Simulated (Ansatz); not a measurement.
**C₃H₃N: ionisation energy by level of theory**

An exercise on one series of results from a longer session: the logs are not shown, and one member is left open.

Program: Ansatz 0.2.0, Gaussian basis. Level of theory: unrestricted cation, the program's frozen cores in correlated methods. These are calculated values, not measurements.

Levels to be run: UKS PBE-D4/def2-TZVPP; UKS r2SCAN-D4/def2-TZVPP; UKS PBE0-D4/def2-TZVPP; UKS B3LYP-D4/def2-TZVPP; UKS wB97X-V/def2-TZVPP; UKS wB97M-V/def2-TZVPP; UKS B2PLYP/def2-TZVPP; UHF-CCSD(T)/def2-TZVPP; UHF-MP2/def2-QZVPP; extrapolation to the limit; then −ε(HOMO) from the neutral's earlier runs with LDA (SPW92), PBE-D4, revPBE-D4, BLYP-D4, r2SCAN-D4, B97M-V, PBE0-D4, B3LYP-D4, r2SCANh-D4, r2SCAN0-D4, HSE06-D4, BHLYP-D4, CAM-B3LYP-D4, LC-ωPBE, ωB97X-V, ωB97M-V.

### The relaxed structure

The geometry comes from an earlier relaxation with PBE0-D4 in a triple-zeta def2 set; it is a stationary point, not always the lowest conformer.

SMILES `C=C=C=N`, 7 atoms, charge 0, spin multiplicity 1.

Atoms are counted from 1 here; the program's logs count them from 0.

Bond lengths: C1–C2 1.309 Å, C1–H5 1.088 Å, C1–H6 1.088 Å, C2–C3 1.271 Å, C3–N4 1.232 Å, N4–H7 1.020 Å. Angles: C2–C1–H5 121.6°, C2–C1–H6 121.8°, H5–C1–H6 116.6°, C1–C2–C3 177.6°, C2–C3–N4 173.2°, C3–N4–H7 114.3°.

Set-up of the first run:

The input, in.yaml:

```yaml
crystal:
  periodic: [false, false, false]
  atoms:
    - {symbol: C, position_ang: [-0.970200, 1.187604, 0.151406]}
    - {symbol: C, position_ang: [-0.171363, 0.177213, -0.082747]}
    - {symbol: C, position_ang: [0.617977, -0.803582, -0.258302]}
    - {symbol: N, position_ang: [1.342062, -1.751011, -0.567762]}
    - {symbol: H, position_ang: [-1.568929, 1.635810, -0.638720]}
    - {symbol: H, position_ang: [-1.070377, 1.622227, 1.143749]}
    - {symbol: H, position_ang: [1.882130, -2.136361, 0.206776]}
basis:
  gaussian: {orbitals: def2-TZVPP}
total_charge: 1
magnetization: {spin_polarized: true, initial_magnetization: 1}
hamiltonian: {xc: pbe, dispersion: d4}
```

Steps of the session up to this table: Cation, UKS PBE-D4/def2-TZVPP; Cation, UKS r2SCAN-D4/def2-TZVPP; Cation, UKS PBE0-D4/def2-TZVPP; Cation, UKS B3LYP-D4/def2-TZVPP; Cation, UKS wB97X-V/def2-TZVPP; Cation, UKS wB97M-V/def2-TZVPP; Cation, UKS B2PLYP (frozen core)/def2-TZVPP; Cation, UHF-CCSD(T)/def2-TZVPP; Cation, UHF-MP2/def2-QZVPP.

One of the session's tables, all rows but one given; the rest of the session is left out.

It belongs to the step «Ionisation energies side by side». For comparison, −ε(HOMO) of the neutral from earlier runs:

| functional | −ε(HOMO) (eV) |
| --- | --- |
| LDA (SPW92) | 5.63 |
| PBE-D4 | 5.51 |
| revPBE-D4 | 5.46 |
| BLYP-D4 | 5.39 |
| r2SCAN-D4 | 5.71 |
| B97M-V | 5.78 |
| PBE0-D4 | 6.72 |
| B3LYP-D4 | 6.52 |
| r2SCANh-D4 | 6.17 |
| r2SCAN0-D4 | 6.86 |
| HSE06-D4 | 6.32 |
| BHLYP-D4 | ? |
| CAM-B3LYP-D4 | 8.05 |
| LC-ωPBE | 9.36 |
| ωB97X-V | 9.01 |
| ωB97M-V | 8.90 |

Estimate the missing values for BHLYP-D4.

Worked estimate for «−ε(HOMO) (eV)». Against the share of exact exchange, BLYP-D4 (0, 5.39), B3LYP-D4 (0.2, 6.52) give a slope of 5.65 per unit share; at 0.5 the line stands at 8.21.

As computed: −ε(HOMO) (eV): 7.84. In «−ε(HOMO) (eV)» the line misses by +0.37.
